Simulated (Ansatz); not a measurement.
Ideal-gas functions of AlH3OS (`[OH][AlH][SH]`) at 298.15 K and 1 bar, from an Ansatz frequency run at PBE0-D4/def2-TZVP.

Molar mass 78.07 g/mol, point group Cs (symmetry number 1), electronic degeneracy 1, moments of inertia 21.796, 143.197, 164.993 u Å². Harmonic wavenumbers (cm⁻¹, unscaled): 192, 229, 331, 474, 495, 540, 637, 698, 876, 1993, 2710, 3974.

Use S(trans) = R[1.5 ln M + 2.5 ln T − 1.1517]; rotational temperatures θ = 24.2544 K / I; S(rot) = R[ln(√π/σ · √(T³/θAθBθC)) + 1.5]; for each mode x = 1.438777 ν̃/T, S = R[x/(eˣ − 1) − ln(1 − e⁻ˣ)] and H = RT x/(eˣ − 1); 1 cm⁻¹ = 0.0119627 kJ/mol; R = 8.31446 J/(mol·K).

**Question.** By hand: the entropy, in J/(mol·K).

**Answer.** Translation 163.2. Rotation: θ = 1.1128, 0.1694, 0.147 K, giving 103.2. Vibration, mode by mode: 9.24, 7.89, 5.25, 3.04, 2.81, 2.37, 1.63, 1.29, 0.64, 0.01, 0.00, 0.00, in all 34.2. Electronic 0.0. Sum 300.6 J/(mol·K).

**Question.** By hand: H − E and G − E in kJ/mol, counted from the electronic energy.

**Answer.** Zero-point energy ½ × 13149 × 0.0119627 = 78.6; thermal vibration 6.4; translation, rotation and pV give 4 RT = 9.9. H − E = 94.9 kJ/mol, and G − E = 94.9 − 298.15 × 300.6/1000 = 5.3 kJ/mol.

Vibration gives 11 % of the entropy. The sum counts one conformer and one mirror image; others add a mixing term.
